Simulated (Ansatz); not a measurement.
P (model structure, started from the dhcp type, P6₃/mmc, No. 194, 4 atoms in the cell): c axis length by level of theory

No measured value is used here.

```
level (code)         value (Å)
-------------------  ---------
PBE (Ansatz)             9.102
PBEsol (Ansatz)          8.960
PBE-D3(BJ) (Ansatz)        ___
```

**Question.** What belongs in the gaps?

**Answer.** 
- PBE-D3(BJ) (Ansatz, a program for electronic structure), value (Å): 8.910

Ansatz's density-functional and Hartree–Fock values are scalar-relativistic unless marked +SOC, with PAW data made under PBE.

A model structure was made by putting elements into a prototype or built by hand; it is no filed structure, need not be a known phase, and can be a saddle point held by its symmetry.
